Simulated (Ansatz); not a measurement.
AlClH$_{3}$N (`[NH2][AlH][Cl]`). Charge 0, multiplicity 1.

| atom | x (Å) | y (Å) | z (Å) |
| --- | --- | --- | --- |
| N1 | 0.473 | -0.714 | -0.497 |
| Al2 | -0.294 | 0.653 | 0.293 |
| Cl3 | -1.615 | 0.245 | 1.872 |
| H4 | 1.122 | -0.636 | -1.264 |
| H5 | 0.328 | -1.680 | -0.251 |
| H6 | -0.014 | 2.133 | -0.153 |

Task: Give the diagnostics of a CCSD(T)/def2-TZVPP run (frozen core, the Gaussian-basis code of Ansatz). (Estimate.)

Result: The calculation gave: T1 = 0.0095, largest single amplitude 0.021, largest double 0.028, (T) share of the correlation energy 3.6 %, 9 CCSD cycles. The RHF solution is stable towards an unrestricted one. T1 lies under the customary mark of 0.02 for closed shells.
